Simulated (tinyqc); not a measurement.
Inside a calculation. Method: extended Hueckel theory, for N2+. The parameters take no account of the charge, which enters only through the electron count. Computed by tinyqc, a small Python program that keeps every step (integrals from PySCF). Settings: charge = 1, K = 1.75, weighted = 1, multiplicity = 2. Command: `OMP_NUM_THREADS=1 python tinyqc.py 27763 27764 out.jsonl` (the two numbers bound the seeds that draw the settings). One thread of a shared host (Intel(R) Xeon(R) Processor @ 2.60GHz), about 0.01 s of CPU time with the checks.

## Overlaps

Geometry (angstrom):
```
atom,x,y,z
N,0.000000,0.000000,0.000000
N,0.000000,0.000000,1.257000
```

Parameters chosen for this run:
```
element,shell,Slater exponent,H_ii (eV)
N,2s,1.950000,-26.000000
N,2p,1.950000,-13.400000
```

Slater orbitals, each expanded in six Gaussians scaled to its exponent.

overlap S:
```
,1N 2s,1N 2px,1N 2py,1N 2pz,2N 2s,2N 2px,2N 2py,2N 2pz
1N 2s,1.000000,0.000000,0.000000,0.000000,0.354742,0.000000,0.000000,-0.376155
1N 2px,0.000000,1.000000,0.000000,0.000000,0.000000,0.202880,0.000000,0.000000
1N 2py,0.000000,0.000000,1.000000,0.000000,0.000000,0.000000,0.202880,0.000000
1N 2pz,0.000000,0.000000,0.000000,1.000000,0.376155,0.000000,0.000000,-0.331136
2N 2s,0.354742,0.000000,0.000000,0.376155,1.000000,0.000000,0.000000,0.000000
2N 2px,0.000000,0.202880,0.000000,0.000000,0.000000,1.000000,0.000000,0.000000
2N 2py,0.000000,0.000000,0.202880,0.000000,0.000000,0.000000,1.000000,0.000000
2N 2pz,-0.376155,0.000000,0.000000,-0.331136,0.000000,0.000000,0.000000,1.000000
```

## Wolfsberg-Helmholz matrix

diagonal H_ii (eV): 1N 2s -26.000000, 1N 2px -13.400000, 1N 2py -13.400000, 1N 2pz -13.400000, 2N 2s -26.000000, 2N 2px -13.400000, 2N 2py -13.400000, 2N 2pz -13.400000

K = 1.750000

H_ij = K' S_ij (H_ii + H_jj)/2 for i != j (the diagonal keeps H_ii), with K' = K + D^2 + D^4 (1 - K), D = (H_ii - H_jj)/(H_ii + H_jj), K = 1.75.

H (eV):
```
,1N 2s,1N 2px,1N 2py,1N 2pz,2N 2s,2N 2px,2N 2py,2N 2pz
1N 2s,-26.000000,0.000000,0.000000,0.000000,-16.140764,0.000000,0.000000,13.667669
1N 2px,0.000000,-13.400000,0.000000,0.000000,0.000000,-4.757542,0.000000,0.000000
1N 2py,0.000000,0.000000,-13.400000,0.000000,0.000000,0.000000,-4.757542,0.000000
1N 2pz,0.000000,0.000000,0.000000,-13.400000,-13.667669,0.000000,0.000000,7.765131
2N 2s,-16.140764,0.000000,0.000000,-13.667669,-26.000000,0.000000,0.000000,0.000000
2N 2px,0.000000,-4.757542,0.000000,0.000000,0.000000,-13.400000,0.000000,0.000000
2N 2py,0.000000,0.000000,-4.757542,0.000000,0.000000,0.000000,-13.400000,0.000000
2N 2pz,13.667669,0.000000,0.000000,7.765131,0.000000,0.000000,0.000000,-13.400000
```

## Orbitals

valence electrons = 9

Solve H C = S C e through S^(-1/2); fill by pairs from the bottom, a degenerate level sharing its electrons equally; each orbital has its largest coefficient positive (the first on a tie).

orbital energies (eV): -31.238965  -21.181225  -15.095054  -15.095054  -13.582117  -10.842107  -10.842107  21.360107

occupations: 2.000000  2.000000  2.000000  2.000000  1.000000  0.000000  0.000000  0.000000

coefficients:
```
,MO1,MO2,MO3,MO4,MO5,MO6,MO7,MO8
1N 2s,0.589849,0.587957,0.000000,0.000000,-0.229295,0.000000,0.000000,0.898406
1N 2px,0.000000,0.000000,0.640472,0.073925,0.000000,-0.398298,0.684556,0.000000
1N 2py,0.000000,0.000000,-0.073925,0.640472,0.000000,0.684556,0.398298,0.000000
1N 2pz,0.055378,-0.392792,0.000000,0.000000,0.636029,0.000000,0.000000,0.978701
2N 2s,0.589849,-0.587957,0.000000,0.000000,-0.229295,0.000000,0.000000,-0.898406
2N 2px,0.000000,0.000000,0.640472,0.073925,0.000000,0.398298,-0.684556,0.000000
2N 2py,0.000000,0.000000,-0.073925,0.640472,0.000000,-0.684556,-0.398298,0.000000
2N 2pz,-0.055378,-0.392792,0.000000,0.000000,-0.636029,0.000000,0.000000,0.978701
```

sum of one-electron energies = -178.802711 eV

Within a degenerate level the vectors are fixed only up to a rotation; this is one choice.

## Mulliken analysis

P = C n C^T; charge = valence electrons (N 5) minus the sum of (P S)_ii on the atom; overlap population = 2 sum P_ij S_ij between two atoms.

charges: 1N 0.500000, 2N 0.500000

Overlap populations:
```
pair,value
2-1,1.356560
```
